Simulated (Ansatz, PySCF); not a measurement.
This Ansatz (a program for electronic structure) input computes a CCSD(T)/cc-pVDZ energy:

Ansatz 0.2 input:
```yaml
crystal:
  periodic: [false, false, false]
  atoms:
    - {symbol: C, position_ang: [1.31248259, -0.40730475, -0.01581883]}
    - {symbol: C, position_ang: [0.21233569, 0.49170516, -0.00153984]}
    - {symbol: O, position_ang: [-1.30999238, -0.17014658, 0.01473458]}
    - {symbol: H, position_ang: [-1.90838626, 0.59467321, 0.02300549]}
    - {symbol: H, position_ang: [0.15861567, 1.11525560, 0.89952544]}
    - {symbol: H, position_ang: [0.13796085, 1.11854325, -0.89884804]}
    - {symbol: H, position_ang: [1.48189181, -0.98851779, 0.89309476]}
    - {symbol: H, position_ang: [1.46094728, -0.98518403, -0.93050226]}
basis:
  gaussian:
    orbitals: cc-pVDZ
total_charge: -1
magnetization: {spin_polarized: false}
correlation: {method: ccsd_t, electrons: outside_noble_gas}
```

Write an input for the same energy in PySCF and say what it gives.


```python
from pyscf import gto, scf, mp, cc as ccmod

mol = gto.M(
    atom='''
    C     1.31248259   -0.40730475   -0.01581883
    C     0.21233569    0.49170516   -0.00153984
    O    -1.30999238   -0.17014658    0.01473458
    H    -1.90838626    0.59467321    0.02300549
    H     0.15861567    1.11525560    0.89952544
    H     0.13796085    1.11854325   -0.89884804
    H     1.48189181   -0.98851779    0.89309476
    H     1.46094728   -0.98518403   -0.93050226
    ''',
    basis='cc-pvdz',
    charge=-1,
    spin=0,
    verbose=4,
)

mf = scf.RHF(mol)
mf.conv_tol = 1e-10
mf.max_cycle = 100
mf.kernel()
mp2 = mp.MP2(mf, frozen=3).run()
cc = ccmod.CCSD(mf, frozen=3)
cc.max_cycle = 100
cc.kernel()
et = cc.ccsd_t()
print(f'E(CCSD(T)) = {cc.e_tot + et:.9f}')
```
It gives -153.92512 Eh, and Ansatz -153.92511 Eh, a difference of 0.01 mEh.

It need not be the lowest isomer of its formula. Whether it binds its extra electron was not tested at this geometry.
